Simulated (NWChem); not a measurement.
System: methanol (CH4O); SMILES CO

Parts of the log:

```
             Northwest Computational Chemistry Package (NWChem) 7.3.0
             --------------------------------------------------------

 CS  symmetry detected

                             Geometry "geometry" -> ""
                             -------------------------

 Output coordinates in angstroms (scale by  1.889725989 to convert to a.u.)

  No.       Tag          Charge          X              Y              Z
 ---- ---------------- ---------- -------------- -------------- --------------
    1 C                    6.0000    -0.01068080    -0.66000908     0.00000000
    2 O                    8.0000    -0.08831022     0.74423283     0.00000000
    3 H                    1.0000     0.50144238    -1.03759442    -0.89173049
    4 H                    1.0000    -1.03550020    -1.02661821     0.00000000
    5 H                    1.0000     0.50144238    -1.03759442     0.89173049
    6 H                    1.0000     0.80318201     1.10799891     0.00000000

 Effective nuclear repulsion energy (a.u.)      40.5172687316

      Symmetry information
      --------------------

 Group name             Cs
 Group number              2
 Group order               2
 No. of unique centers     5

                                Z-matrix (autoz)
                                --------

 Units are Angstrom for bonds and degrees for angles

      Type          Name      I     J     K     L     M      Value
      ----------- --------  ----- ----- ----- ----- ----- ----------
    1 Stretch                  1     2                       1.40639
    2 Stretch                  1     3                       1.09546
    3 Stretch                  1     4                       1.08842
    4 Stretch                  1     5                       1.09546
    5 Stretch                  2     6                       0.96285
    6 Bend                     1     2     6               109.03330
    7 Bend                     2     1     3               111.71331
    8 Bend                     2     1     4               106.51947
    9 Bend                     2     1     5               111.71331
   10 Bend                     3     1     4               108.90994
   11 Bend                     3     1     5               108.98247
   12 Bend                     4     1     5               108.90994
   13 Torsion                  3     1     2     6         -61.18680
   14 Torsion                  4     1     2     6         180.00000
   15 Torsion                  5     1     2     6          61.18680

                           NWChem Geometry Optimization
                           ----------------------------

[...]

      ----------------------
      Optimization converged
      ----------------------

  Step       Energy      Delta E   Gmax     Grms     Xrms     Xmax
  ---- ---------------- -------- -------- -------- -------- --------
@    3    -115.63876775 -8.3D-07  0.00006  0.00002  0.00054  0.00121
                                     ok       ok       ok       ok

                                Z-matrix (autoz)
                                --------

 Units are Angstrom for bonds and degrees for angles

[...]

 Rotational Constants
 --------------------
 A=   4.286823 cm-1  (  6.167645 K)
 B=   0.836339 cm-1  (  1.203278 K)
 C=   0.807075 cm-1  (  1.161175 K)

 Temperature                      =   298.15K
 frequency scaling parameter      =   1.0000

 Zero-Point correction to Energy  =   32.287 kcal/mol  (  0.051452 au)
 Thermal correction to Energy     =   34.371 kcal/mol  (  0.054774 au)
 Thermal correction to Enthalpy   =   34.963 kcal/mol  (  0.055718 au)

 Total Entropy                    =   56.807 cal/mol-K
   - Translational                =   36.308 cal/mol-K (mol. weight =  32.0262)
   - Rotational                   =   18.953 cal/mol-K (symmetry #  =        1)
   - Vibrational                  =    1.546 cal/mol-K

 Cv (constant volume heat capacity) =    8.746 cal/mol-K
   - Translational                  =    2.979 cal/mol-K
   - Rotational                     =    2.979 cal/mol-K
   - Vibrational                    =    2.788 cal/mol-K

[normal modes left out]

 ----------------------------------------------------------------------------
 Normal Eigenvalue ||           Projected Infra Red Intensities
  Mode   [cm**-1]  || [atomic units] [(debye/angs)**2] [(KM/mol)] [arbitrary]
 ------ ---------- || -------------- ----------------- ---------- -----------
    1       -0.000 ||    0.000077           0.002         0.075       0.027
    2        0.000 ||    0.008509           0.196         8.295       3.017
    3        0.000 ||    0.002788           0.064         2.718       0.989
    4        0.000 ||    0.002489           0.057         2.426       0.883
    5        0.000 ||    0.003379           0.078         3.294       1.198
    6        0.000 ||    0.013709           0.316        13.365       4.862
    7      319.626 ||    0.125185           2.888       122.037      44.396
    8     1065.455 ||    0.095614           2.206        93.210      33.909
    9     1108.466 ||    0.032880           0.759        32.053      11.661
   10     1174.713 ||    0.000361           0.008         0.352       0.128
   11     1375.858 ||    0.026451           0.610        25.786       9.381
   12     1478.093 ||    0.003755           0.087         3.660       1.332
   13     1490.381 ||    0.002763           0.064         2.694       0.980
   14     1506.172 ||    0.004472           0.103         4.360       1.586
   15     3005.680 ||    0.062308           1.438        60.741      22.097
   16     3058.015 ||    0.063640           1.468        62.039      22.569
   17     3132.229 ||    0.027420           0.633        26.730       9.724
   18     3880.834 ||    0.031755           0.733        30.957      11.262
 ----------------------------------------------------------------------------
```

Level: PBE0-D3(BJ)/def2-TZVP. 

Task: Which NWChem input produces such a log?

Result: Several could match; the one computed here: the input that was run:
```
start job
memory heap 200 mb stack 900 mb global 1100 mb
geometry units angstroms
  C     -0.666756     0.204248     0.185643
  O      0.611954    -0.230834    -0.206181
  H     -0.814057     0.107644     1.266827
  H     -1.382108    -0.436553    -0.326513
  H     -0.848451     1.244090    -0.107234
  H      1.275969     0.315100     0.227552
end
basis spherical
  * library def2-tzvp
end
dft
  xc pbe0
  disp vdw 4
  iterations 150
end
driver
  maxiter 120
end
task dft optimize
task dft freq
```
